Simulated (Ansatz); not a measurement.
**H2 (singlet): wave-function methods side by side, STO-3G**

The task here is to estimate one member of a computed series from the others.

Program: Ansatz 0.2.0, Gaussian basis. Level of theory: STO-3G, core rule «outside noble gas», up to 0 orbitals frozen. These are calculated values, not measurements.

Plan: UHF; CCSD(T) on RHF; BCCD(T) on RHF; CASSCF and MRCISD+Q, 2 electrons in 2 orbitals; CASSCF and NEVPT2, 2 electrons in 2 orbitals; Full CI.

40 further runs of the same task are left out: 40 set aside as unsound or not needed.

## The geometry

The geometry is an MP2(full)/6-31G* stationary point (not a proven minimum).

2 atoms, charge 0, spin multiplicity 1.

Atoms are counted from 1 here; the program's logs count them from 0.

Bond lengths: H1–H2 0.737 Å.

The first run:

in.yaml reads:

```yaml
crystal:
  periodic: [false, false, false]
  atoms:
    - {symbol: H, position_ang: [0.000000, 0.000000, 0.000000]}
    - {symbol: H, position_ang: [0.000000, 0.000000, 0.737166]}
basis:
  gaussian: {orbitals: STO-3G}
magnetization: {spin_polarized: true, initial_magnetization: 0}
hamiltonian: {xc: hf}
output: {orbitals: {seedname: orbitals}}
```

Launch:

```
> ansatz run in.yaml --threads 1 --pin off --events-out ev --progress --plain --max-ram 2502MiB
```

Steps of the session up to this table: UHF; CCSD(T) on RHF; BCCD(T) on RHF; CASSCF and MRCISD+Q, 2 electrons in 2 orbitals; CASSCF and NEVPT2, 2 electrons in 2 orbitals; Full CI.

One table of the session follows, with a row left open; its other results are not shown here.

| method | from FCI (meV) |
| --- | --- |
| RHF | +555.1 |
| RMP2 | ? |
| RCCSD | 0.0 |
| RCCSD(T) | 0.0 |
| BCCD(T) | 0.0 |
| CASSCF valence | 0.0 |
| NEVPT2 valence | 0.0 |
| MRCISD valence | 0.0 |
| MRCISD+Q valence | 0.0 |
| FCI | 0 |

Q: Estimate the row for RMP2 from the others.

**Answer.** from FCI (meV): +199.4. In the column «from FCI (meV)» it lies between FCI (0) and RHF (+555.1).

With the free atoms at the same levels and basis (separate runs), the atomisation energy is 5.555 eV at FCI, 5.555 eV at RCCSD(T), 5.000 eV at RHF.
